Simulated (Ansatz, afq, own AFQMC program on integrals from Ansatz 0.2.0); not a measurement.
H₂O + SiH3, doublet in cc-pVDZ along one coordinate

```yaml
atoms:
  - { symbol: O, position_ang: [-1.7717, -0.0190, 0.0000] }
  - { symbol: H, position_ang: [-2.0210, 0.9076, 0.0000] }
  - { symbol: H, position_ang: [-0.8122, -0.0190, 0.0000] }
  - { symbol: Si, position_ang: [0.9593, -0.0190, 0.0000] }
  - { symbol: H, position_ang: [1.4092, -1.4353, 0.0000] }
  - { symbol: H, position_ang: [1.4092, 0.6891, -1.2265] }
  - { symbol: H, position_ang: [1.4092, 0.6891, 1.2265] }
```

A hydrogen atom is moved from one rigid fragment to the other; the O1–H3 distance tells how far. The two fragments are held close together, so this isn't a minimum-energy path and the start is a compressed complex. Energies in kcal/mol count from this geometry (0.960 Å) at the same level; the start stands on UHF, each point on the determinant named.

Basis cc-pVDZ. Noble-gas cores (and the filled d shells of Ga–Kr and In–Xe) are frozen. AFQMC by an in-house program on the Cholesky factors that Ansatz 0.2.0 writes for its CCSD(T) run. ph-AFQMC/CISD is guided by a CISD state made of CCSD amplitudes; releasing the constraint for a short imaginary time cuts its bias at the price of noise, slowly where states lie close. Uncertainties: one standard error, sampling alone.

```json
{"r(O1–H3) / Å": "1.054", "det.": "UHF", "T1": "0.014", "weight": "0.87", "⟨S²⟩": "0.77", "CCSD(T)": "2.8", "ph-AFQMC/CISD": "3.2 ± 0.2", "CCSDT(Q)": "2.8", "r2SCAN": "1.4", "MP2": "3.6"}
{"r(O1–H3) / Å": "1.102", "det.": "UHF", "T1": "0.015", "weight": "0.87", "⟨S²⟩": "0.77", "CCSD(T)": "5.8", "ph-AFQMC/CISD": "6.2 ± 0.1", "CCSDT(Q)": "5.7", "r2SCAN": "3.7", "MP2": "7.3"}
{"r(O1–H3) / Å": "1.149", "det.": "UHF", "T1": "0.017", "weight": "0.87", "⟨S²⟩": "0.78", "CCSD(T)": "9.0", "ph-AFQMC/CISD": "9.1 ± 0.2", "CCSDT(Q)": "8.8", "r2SCAN": "6.4", "MP2": "11.5"}
{"r(O1–H3) / Å": "1.196", "det.": "UHF", "T1": "0.019", "weight": "0.87", "⟨S²⟩": "0.78", "CCSD(T)": "12.1", "ph-AFQMC/CISD": "12.4 ± 0.1", "CCSDT(Q)": "12.0", "r2SCAN": "9.4", "MP2": "15.8"}
{"r(O1–H3) / Å": "1.291", "det.": "UHF", "T1": "0.022", "weight": "0.87", "⟨S²⟩": "0.77", "CCSD(T)": "18.2", "ph-AFQMC/CISD": "18.4 ± 0.2", "CCSDT(Q)": "18.1", "r2SCAN": "16.0", "MP2": "23.5"}
```

Weight is that of the determinant in the CISD state; at the start T1 is 0.013 and the weight 0.88, and ⟨S²⟩ is 0.76. Largest departures from CCSDT(Q), at the points where its series has closed: CCSD(T) 0.1 kcal/mol at 1.196 (on UHF), ph-AFQMC/CISD 0.5 kcal/mol at 1.102 (on UHF), r2SCAN -2.6 kcal/mol at 1.196, MP2 5.4 kcal/mol at 1.291 (on UHF). Functionals count only at points shown to share the start's state and spin. In this small basis the wave-function levels are far from their limit, so their gap to the functionals isn't the functionals' error.

Some points may be missing: those where a free walk finds a much lower state, and past Zn most of those on another determinant than at the start.

A walk keeps the symmetry of its determinant, which the program's search chose and which needn't be the lowest solution, so a lower state of the same spin and another symmetry isn't excluded.
